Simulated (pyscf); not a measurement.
HO–Si(OH)(OH)–OH → H₂O + O=Si(OH)–OH (elimination; singlet surface; O–Si, H–O broken, H–O formed). PySCF, gas phase, ωB97X-D3(BJ)/def2-SVP geometries. Energies in kJ/mol from the reactant's lowest minimum found.

```
level                   barrier  reaction energy
----------------------  -------  ---------------
ωB97X-D3(BJ)/def2-TZVP    218.7           +297.4
r²SCAN/def2-TZVP          207.4           +291.2
B3LYP-D3(BJ)/def2-TZVP    212.7           +282.6
PBE0-D3(BJ)/def2-TZVP       [?]              [?]
M06-2X/def2-TZVP            [?]           +312.3
HF/def2-TZVP              272.9           +316.9
```

Q: Some entries are withheld; supply them.

A: 
- PBE0-D3(BJ)/def2-TZVP, barrier: 210.1
- PBE0-D3(BJ)/def2-TZVP, reaction energy: +294.8
- M06-2X/def2-TZVP, barrier: 223.4

On the product side the descent ends in an adduct with a O–Si contact, 90.2 kJ/mol under the separated species and 11.6 kJ/mol under the saddle at ωB97X-D3(BJ)/def2-TZVP. At ωB97X-D3(BJ), r²SCAN, B3LYP-D3(BJ), PBE0-D3(BJ), M06-2X, HF the saddle lies under the separated products, which points to a path from their complex (located at ωB97X-D3(BJ) alone), and parting the products costs more than the saddle. What is counted as broken (O–Si) persists as a longer contact in the product adduct; parting that adduct is a step of its own. This is the saddle that the search found; another between the same sides may lie lower.
